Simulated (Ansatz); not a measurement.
Computed with Ansatz on PBE0-D4/def2-TZVP structures; ΔE is electronic, products minus reactants. CBS: MP2 limit from def2 TZ/QZ plus the TZ coupled-cluster correction, frozen cores. This one scheme is used for every species. DFT in def2-TZVPP. B3LYP here is the variant with VWN-RPA as its local correlation; programs differ in this. One conformer a species, not always the lowest.

`FCC1CO1` + CH₃OH → `OCC1CO1` + `CF`  (formal exchange of groups at a C–C bond)

(1) Is it downhill or uphill in electronic energy at CCSD(T)/CBS, and by how much? (Estimate.)

(2) What do these levels give: PBE-D4, B97M-V, B3LYP-D4, CAM-B3LYP-D4, ωB97M-V, SCS-MP2/def2-QZVPP? (An estimate is asked.)

Largest T1 diagnostic among the species: 0.011.

Results:

(1) Ansatz gave: Downhill: ΔE = -9.2 kJ/mol.

(2) Ansatz gave: PBE-D4 -8.7, B97M-V -8.2, B3LYP-D4 -8.4, CAM-B3LYP-D4 -8.2, ωB97M-V -8.5, SCS-MP2/def2-QZVPP -9.2 kJ/mol.

Leaving LDA and LC-ωPBE aside and taking each functional with its dispersion term where it has one, the values, not all of them listed here, spread over 1.2 kJ/mol, from revPBE-D4 to B2PLYP. In def2-TZVPP, CCSD(T) changes the Hartree–Fock value by −3.1 kJ/mol (the triples alone add −0.7 kJ/mol) and MP2 by −4.5 kJ/mol.
